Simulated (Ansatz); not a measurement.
**CH3+ (singlet): wave-function methods side by side, cc-pVDZ**

Aim: climb from Hartree-Fock through coupled cluster and multireference methods for CH3+ (singlet) at one geometry and basis, and see what each rung misses.

Computed with Ansatz 0.2.0, Gaussian basis. Level: cc-pVDZ, core rule «outside noble gas», up to 1 orbitals frozen.

The runs, in order: UHF; CCSD(T) on RHF; BCCD(T) on RHF; CISD; CCSDT(Q) on RHF; CISDTQ; CCSDTQ on RHF; CASSCF and MRCISD+Q, 6 electrons in 7 orbitals; CASSCF and MRCISD+Q(relaxed), 6 electrons in 7 orbitals; CASSCF and NEVPT2, 6 electrons in 7 orbitals; Full CI.

4 further runs of the same task are left out: 4 set aside as unsound or not needed. Runs told in other sessions of the task aren't counted.

### 1 What is computed

The geometry is a PBE0/def2-TZVP stationary point (not a proven minimum) of the parent state, kept for this charge and spin.

4 atoms, charge 1, spin multiplicity 1.

Atoms are counted from 1 here; the program's logs count them from 0.

Bond lengths: C1–H2 1.080 Å, C1–H3 1.080 Å, C1–H4 1.080 Å. Angles: H2–C1–H3 120.0°, H2–C1–H4 120.0°, H3–C1–H4 120.0°.

### 2 UHF

Contents of in.yaml:

```yaml
crystal:
  periodic: [false, false, false]
  atoms:
    - {symbol: C, position_ang: [0.000000, 0.000000, 0.000000]}
    - {symbol: H, position_ang: [1.079931, 0.014026, -0.000321]}
    - {symbol: H, position_ang: [-0.552113, 0.928231, -0.002734]}
    - {symbol: H, position_ang: [-0.527818, -0.942256, 0.003055]}
basis:
  gaussian: {orbitals: cc-pVDZ}
total_charge: 1
magnetization: {spin_polarized: true, initial_magnetization: 0}
hamiltonian: {xc: hf}
output: {orbitals: {seedname: orbitals}}
```

The run is started by

```sh
$ ansatz run in.yaml --threads 1 --pin off --events-out ev --progress --plain --max-ram 4096MiB --backend cpu
```

The runs that follow: CCSD(T) on RHF; BCCD(T) on RHF; CISD; CCSDT(Q) on RHF; CISDTQ; CCSDTQ on RHF; CASSCF and MRCISD+Q, 6 electrons in 7 orbitals; CASSCF and MRCISD+Q(relaxed), 6 electrons in 7 orbitals; CASSCF and NEVPT2, 6 electrons in 7 orbitals; Full CI.

Before running them: what should the planned runs give, taken together? Wanted: FCI from the RHF energy; RMP2 from FCI; RCCSD from FCI; RCCSD(T) from FCI; RCCSDT(Q) from FCI; NEVPT2 valence from FCI; MRCISD+Q valence from FCI; MRCISD+Q(relaxed) valence from FCI; T1 diagnostic.

**Answer**, as computed:

| quantity | value |
| --- | --- |
| FCI from the RHF energy | -3.5675 eV |
| RMP2 from FCI | +700.0 meV |
| RCCSD from FCI | +60.1 meV |
| RCCSD(T) from FCI | +11.0 meV |
| RCCSDT(Q) from FCI | +0.3 meV |
| NEVPT2 valence from FCI | +493.3 meV |
| MRCISD+Q valence from FCI | +5.7 meV |
| MRCISD+Q(relaxed) valence from FCI | -13.6 meV |
| levels within 1 kcal/mol (43 meV) | RCCSD(T), BCCD(T), RCCSDT, CISDTQ, RCCSDT(Q), RCCSDTQ, MRCISD+Q valence, MRCISD+Q(relaxed) valence |
| T1 diagnostic | 0.004 |
| effectively unpaired electrons | 0.02 |

In words: RCCSD(T) lands +11.0 meV from the yardstick (0.3 % of the correlation energy). MRCISD+Q(relaxed) valence falls below full CI: the +Q correction isn't variational, and the cores differ from full CI's. One determinant dominates. Of the multireference levels listed MRCISD+Q valence comes nearest in total energy (+5.7 meV), which doesn't show that its space is the better one. These misses are within one basis, not against nature.
